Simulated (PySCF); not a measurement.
# SiH2ClO (SMILES O[SiH]Cl) at UMP2/STO-3G

Aim: the vertical doublet–quartet gap of SiH2ClO at UMP2/STO-3G, from 2 runs. The job is set up through a Python script.

The results are computed with PySCF 2.14.0.

7 further runs of the same task are left out: 1 that didn't finish, 6 set aside as unsound or not needed.

## 1. The system as given

SiH2ClO: 5 atoms, total charge 0, spin state doublet. SMILES: `O[SiH]Cl`. The coordinates come from a PBE0-D4/def2-TZVP relaxation. This is one conformer, not always the lowest.

Bond lengths: O1–Si2 1.639 Å, Si2–Cl3 2.065 Å, O1–H4 0.959 Å, Si2–H5 1.488 Å. Angles: O1–Si2–Cl3 111.1°, O1–Si2–H5 105.3°, Cl3–Si2–H5 108.3°, Si2–O1–H4 118.3°.

## 2. A single-point energy at UMP2/STO-3G

Input file job.py:

```python
from pyscf import gto, mp

mol = gto.M(
    atom='''
O     -1.523308    -0.816362    -1.410681
Si    -0.174422     0.906691     0.782347
Cl     3.036034    -0.832991     2.161091
H     -1.935269    -2.538280    -1.020452
H      0.597153     3.281131    -0.512305
''',
    spin=1,
    verbose=3,
    unit='bohr',
    max_memory=1860,
    basis='sto-3g',
)

mf = mol.UHF()
mf.conv_tol = 1e-10
mf.kernel()
if not mf.converged:
    mf = mf.newton().run(mf.mo_coeff, mf.mo_occ)

pt = mp.MP2(mf, frozen=11).run()
e_final = pt.e_tot
print(f'total energy: {e_final:.8f} hartree')
```

The run is started by

```sh
$ OMP_NUM_THREADS=1 python job.py
```

Output:

```text
converged SCF energy = -815.20700861729  <S^2> = 0.75342889  2S+1 = 2.003426
E(UMP2) = -815.275122826882  E_corr = -0.0681142095913106
E(SCS-UMP2) = -815.27999337724  E_corr = -0.0729847599497373
total energy: -815.27512283 hartree
```

Wall time 0.89 s (1 thread of Arm Neoverse V1, shared host); peak memory 0.12 GiB.

## 3. The quartet

Input file job.py:

```python
from pyscf import gto, scf, mp

system = gto.M(
    atom=[
    ('O', (-0.806100, -0.432000, -0.746500)),
    ('Si', (-0.092300, 0.479800, 0.414000)),
    ('Cl', (1.606600, -0.440800, 1.143600)),
    ('H', (-1.024100, -1.343200, -0.540000)),
    ('H', (0.316000, 1.736300, -0.271100)),
],
    max_memory=1860,
    spin=3,
    verbose=3,
    basis='sto-3g',
)

hf = scf.UHF(system)
hf.conv_tol = 1e-10
hf.kernel()
if not hf.converged:
    hf = hf.newton().run(hf.mo_coeff, hf.mo_occ)

pt = mp.MP2(hf, frozen=11).run()
e_final = pt.e_tot
print(f'total energy: {e_final:.8f} hartree')
```

The run is started by

```sh
$ OMP_NUM_THREADS=1 python job.py
```

Output:

```text
WARN: HOMO 0.24921960562854 >= LUMO -0.449808973541865

WARN: HOMO 0.0517866071153544 >= LUMO -0.0564000493075681

WARN: HOMO 0.0378632746361602 >= LUMO -0.0453585763813322

WARN: HOMO 0.0259145865283694 >= LUMO -0.0303586244407962

WARN: HOMO 0.0241296747502346 >= LUMO -0.0232571944680858

WARN: HOMO 0.0218864557229682 >= LUMO -0.0128517093514946

WARN: HOMO 0.0199854221598983 >= LUMO -0.0126371859018451

WARN: HOMO 0.0193467144151567 >= LUMO -0.00455057995699693

WARN: HOMO 0.0216563907185681 >= LUMO -0.0162454986986924

WARN: HOMO 0.0223824133584417 >= LUMO -0.00255096745805017

WARN: HOMO 0.0229695746914244 >= LUMO -0.00104846514626999

WARN: HOMO 0.0231914282876967 >= LUMO -0.00930582754531795

WARN: HOMO 0.0237197692694333 >= LUMO -0.00349904629284148

WARN: HOMO 0.0234599781585064 >= LUMO -0.00498289090504844

WARN: HOMO 0.0235856218163245 >= LUMO -0.0037471164342161

WARN: HOMO 0.0235734530432561 >= LUMO -0.003858592589987

WARN: HOMO 0.0235786243876578 >= LUMO -0.0039509822380438

WARN: HOMO 0.0236127886668178 >= LUMO -0.00376073042792036

WARN: HOMO 0.023783364786276 >= LUMO -0.00251978882857917

WARN: HOMO 0.0238856290790567 >= LUMO -0.00224158164510579

WARN: HOMO 0.0239600196501083 >= LUMO -0.00199708785940322

WARN: HOMO 0.0239646322390942 >= LUMO -0.00501579319317602

WARN: HOMO 0.0240662128577059 >= LUMO 0.000556707049581107

WARN: HOMO 0.0240374090855184 >= LUMO -0.00365338764286494

WARN: HOMO 0.0240356363137666 >= LUMO -0.00373334144836257

WARN: HOMO 0.0240373662803152 >= LUMO -0.00366534373370631

WARN: HOMO 0.0240373708661824 >= LUMO -0.00358013635167198

WARN: HOMO 0.0240372524068403 >= LUMO -0.00361423578506204

WARN: HOMO 0.024037581936632 >= LUMO -0.00360614124711101

WARN: HOMO 0.0240379946435374 >= LUMO -0.00361698014767797

WARN: HOMO 0.0240382308265078 >= LUMO -0.00361788268765417

WARN: HOMO 0.0240382489469195 >= LUMO -0.00361786240244943

converged SCF energy = -814.831128118485  <S^2> = 3.7513263  2S+1 = 4.0006631
E(UMP2) = -814.886818368346  E_corr = -0.0556902498615685
E(SCS-UMP2) = -814.891282162924  E_corr = -0.0601540444396347
total energy: -814.88681837 hartree
```

It took 0.93 s on 1 thread of Arm Neoverse V1, shared host; peak memory 0.12 GiB.

## 4. Outcome

At UMP2/STO-3G, 11 core orbitals frozen:

| quantity | value |
| --- | --- |
| doublet: total energy | -815.27512 Eh |
| doublet: dipole moment (Hartree–Fock density) | 2.84 D |
| doublet: HOMO energy (Hartree–Fock orbitals) (highest over α and β) | -6.99 eV |
| doublet: LUMO energy (Hartree–Fock orbitals) (lowest over α and β) | 4.77 eV |
| doublet: correlation energy (11 core orbitals frozen) | -68.1 mEh |
| doublet: ⟨S²⟩ of the reference determinant | 0.753 |
| quartet: total energy | -814.88682 Eh |
| quartet: dipole moment (Hartree–Fock density) | 3.27 D |
| quartet: HOMO energy (Hartree–Fock orbitals) (highest over α and β) | 0.65 eV |
| quartet: correlation energy (11 core orbitals frozen) | -55.7 mEh |
| quartet: ⟨S²⟩ of the reference determinant | 3.751 |
| vertical energy of the quartet above the doublet | 10.566 eV |

**Reading.** At this shape the quartet lies 10.57 eV (244 kcal/mol) above the doublet. In a minimal basis such a difference can be off by several eV, whatever the method. Mulliken charges (quartet) of the mean-field density run from -0.48 on O1 to +0.39 on Si2.
